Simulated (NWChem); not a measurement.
# CAM-B3LYP/cc-pVDZ run of HNO3 (peroxynitrous acid)

Aim: the vertical ionisation energy of HNO3 (peroxynitrous acid) at CAM-B3LYP/cc-pVDZ, from 2 runs. 

The calculation is run with NWChem 7.3.0.

### 1 The molecule

HNO3 has 5 atoms, charge 0, and is taken as a singlet. As SMILES, `O=NOO`. The coordinates come from a PBE0-D4/def2-TZVP relaxation. This is one conformer, not always the lowest.

Bond lengths: O1–N2 1.180 Å, N2–O3 1.353 Å, O3–O4 1.401 Å, O4–H5 0.984 Å. Angles: O1–N2–O3 114.6°, N2–O3–O4 114.1°, O3–O4–H5 101.0°.

### 2 The energy at CAM-B3LYP/cc-pVDZ

Contents of sp.xyz:

```xyz
5

O      0.136350    -0.835310     0.979060
N     -0.871770    -0.628300     0.400790
O     -0.775090     0.288530    -0.589000
O      0.508600     0.826880    -0.747550
H      1.001920     0.348200    -0.043280
```

Contents of sp.nw:

```
echo
START sp
memory stack 880 mb heap 220 mb global 1100 mb
GEOMETRY units angstrom noautosym nocenter noautoz
  load sp.xyz
END
BASIS "ao basis" spherical bse
  * library cc-pVDZ
END
DFT
  xc xcamb88 1.00 lyp 0.81 vwn_5 0.19 hfexch 1.00
  cam 0.33 cam_alpha 0.19 cam_beta 0.46
  grid lebedev 35 6
  convergence energy 1e-08
  direct
  maxiter 100
  mulliken
  noprint "final vectors analysis"
END
TASK dft energy
```

Launch:

```bash
$ nwchem sp.nw > sp.out
```

The program printed:

```text
[...]
          Wavefunction type:  closed shell.
          No. of atoms     :     5
          No. of electrons :    32
[...]
          Charge           :     0
          Spin multiplicity:     1
[...]
          AO basis - number of functions:    61
[...]
              XC Information
              --------------
                     Hartree-Fock (Exact) Exchange  1.000
                   CAM-Becke88 Exchange Functional  1.000
                      VWN V Correlation Functional  0.190 local
              Lee-Yang-Parr Correlation Functional  0.810
[...]
 d= 0,ls=0.0,diis     1   -280.6303792704 -4.05D+02  1.97D-02  1.41D+00     1.5
[...]
 d= 0,ls=0.0,diis    12   -280.7649513403 -1.52D-09  3.70D-07  6.23D-10    10.9
         Total DFT energy =     -280.764951340319
      One electron energy =     -631.379637861218
           Coulomb energy =      258.923165219500
    Exchange-Corr. energy =      -32.813694075140
 Nuclear repulsion energy =      124.505215376539
[...]
      Total Density - Mulliken Population Analysis
     ---------------------------------------------
    Atom       Charge   Shell Charges
 -----------   ------   -------------------------------------------------------
    1 O    8     8.19   2.01  0.87  0.94  2.81  1.54  0.03
    2 N    7     6.81   2.01  0.88  0.81  2.17  0.83  0.12
    3 O    8     8.06   2.01  0.89  0.94  2.74  1.44  0.03
    4 O    8     8.12   2.01  0.87  0.89  2.77  1.55  0.02
    5 H    1     0.82   0.65  0.09  0.08
[...]
```

Wall time 12 s (1 thread of Intel Xeon 6975P-C (Granite Rapids), shared host); peak memory 0.1 GiB.

### 3 The doublet cation, same level

Contents of sp.nw:

```
start sp
title "HNO3"
memory stack 880 mb heap 220 mb global 1100 mb
charge 1

geometry units atomic noautosym nocenter noautoz
 O   0.25766416 -1.57850713  1.85015526
 N  -1.64740654 -1.18731492  0.75738333
 O  -1.46470782  0.54524268 -1.11304869
 O   0.96111471  1.56257674 -1.41266476
 H   1.89335440  0.65800264 -0.08178735
end

basis "ao basis" spherical bse
 O library cc-pVDZ
 N library cc-pVDZ
 H library cc-pVDZ
end

dft
 xc xcamb88 1.00 lyp 0.81 vwn_5 0.19 hfexch 1.00
 cam 0.33 cam_alpha 0.19 cam_beta 0.46
 mult 2
 grid lebedev 35 6
 convergence energy 1e-08
 direct
 maxiter 100
 mulliken
 noprint "final vectors analysis"
end

task dft energy
```

Launch:

```bash
$ nwchem sp.nw > sp.out
```

The program printed:

```text
[...]
          Wavefunction type:  spin polarized.
          No. of atoms     :     5
          No. of electrons :    31
[...]
          Charge           :     1
          Spin multiplicity:     2
[...]
          AO basis - number of functions:    61
[...]
              XC Information
              --------------
                     Hartree-Fock (Exact) Exchange  1.000
                   CAM-Becke88 Exchange Functional  1.000
                      VWN V Correlation Functional  0.190 local
              Lee-Yang-Parr Correlation Functional  0.810
[...]
 d= 0,ls=0.0,diis     1   -280.1296692254 -4.05D+02  1.64D-02  4.78D-01     1.1
[...]
 d= 0,ls=0.5,diis    27   -280.3326472030 -8.22D-09  7.07D-07  3.66D-09    23.8
[...]
         Total DFT energy =     -280.332647208641
      One electron energy =     -620.512636871490
           Coulomb energy =      248.026870772597
    Exchange-Corr. energy =      -32.352087537008
 Nuclear repulsion energy =      124.505206427260
[...]
      Total Density - Mulliken Population Analysis
     ---------------------------------------------
    Atom       Charge   Shell Charges
 -----------   ------   -------------------------------------------------------
    1 O    8     8.00   2.01  0.89  0.95  2.75  1.36  0.03
    2 N    7     6.66   2.01  0.91  0.79  2.14  0.70  0.11
    3 O    8     7.86   2.01  0.93  0.94  2.67  1.27  0.03
    4 O    8     7.74   2.01  0.93  0.88  2.67  1.24  0.02
    5 H    1     0.74   0.62  0.04  0.08
[...]
      <S2> =      0.7599 (Exact =     0.7500)
[...]
```

Run time: 26 s. Hardware: 1 thread of Intel Xeon 6975P-C (Granite Rapids), shared host; peak memory 0.1 GiB.

### 4 Outcome

Level: CAM-B3LYP/cc-pVDZ.

```
                                          quantity          value
                        singlet HNO3: total energy  -280.76495 Eh
                       singlet HNO3: dipole moment         0.92 D
                      doublet cation: total energy  -280.33265 Eh
                              doublet cation: ⟨S²⟩          0.760
vertical ionisation energy (to the doublet cation)      11.764 eV
```

**Reading.** The vertical ionisation energy comes to 11.76 eV (271 kcal/mol). Mulliken charges (singlet HNO3) run from -0.19 on O1 to +0.19 on N2; they depend strongly on the basis.
